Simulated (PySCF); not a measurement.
## How far are cheaper levels from CCSD(T)/CBS for OH⁻?

PySCF; the state is a singlet (closed shell). The composite is CCSD(T) extrapolated to the basis-set limit from two correlation-consistent sets, with core-valence (CV) and scalar-relativistic (SR) terms as its label shows; it has no spin–orbit coupling and nothing beyond (T). Here it is CCSD(T)/CBS(TQ)+CV+SR. It gives Re = 0.963 Å, ωe = 3760 cm⁻¹ and De = 5.04 eV to H + O⁻.

```tsv
level	basis	relativity	Re (Å)	ωe (cm⁻¹)	De (eV)
RHF-MP2	aug-pcseg-1	no relativity	0.972	3793	5.01
RHF-MP2	def2-TZVPPD	no relativity	0.966	3810	5.20
RHF-SCS-MP2	def2-TZVPPD	no relativity	0.966	3790	5.11
PBE	aug-pcseg-1	no relativity	0.978	3642	4.92
PBE	def2-TZVPPD	no relativity	0.974	3667	4.97
revPBE	def2-TZVPPD	no relativity	0.974	3653	4.83
BP86	def2-TZVPPD	no relativity	0.975	3647	5.08
TPSS	def2-TZVPPD	no relativity	0.973	3651	4.87
B3LYP	def2-TZVPPD	no relativity	0.964	3765	4.86
PBE0	aug-cc-pVDZ	no relativity	0.966	3803	4.75
```

Question: Give the difference of each row from the composite.

Answer: 

```
      level        basis  ΔRe (pm)  Δωe (%)  ΔDe (eV)
    RHF-MP2  aug-pcseg-1      +0.9     +0.9     -0.03
    RHF-MP2  def2-TZVPPD      +0.3     +1.3     +0.16
RHF-SCS-MP2  def2-TZVPPD      +0.3     +0.8     +0.07
        PBE  aug-pcseg-1      +1.5     -3.1     -0.12
        PBE  def2-TZVPPD      +1.1     -2.5     -0.07
     revPBE  def2-TZVPPD      +1.1     -2.8     -0.21
       BP86  def2-TZVPPD      +1.2     -3.0     +0.04
       TPSS  def2-TZVPPD      +1.0     -2.9     -0.17
      B3LYP  def2-TZVPPD      +0.1     +0.1     -0.18
       PBE0  aug-cc-pVDZ      +0.3     +1.1     -0.29
```

Question: Which rows come closest in De?

Answer: RHF-MP2 in aug-pcseg-1 (-0.03 eV); BP86 in def2-TZVPPD (+0.04 eV), counted from the composite.

Correlated steps freeze 1 core orbital. Correlated levels converge slowly with the basis: in double zeta they bind strong bonds too weakly, by up to about 1 eV, and carry superposition errors of some tenths. For an ion De counts to the pair picked by the measured ionisation energies or electron affinities, which need not be the lowest pair at this level. Where the molecule has an RHF reference, its open-shell atoms are computed with UHF. The highest Kohn–Sham level is positive in some of these anions. Much of that is self-interaction error, but it also means that the finite basis helps to hold the extra electron. The CCSD T1 diagnostic is raised in OH⁻, a sign that a single reference may not be enough there.
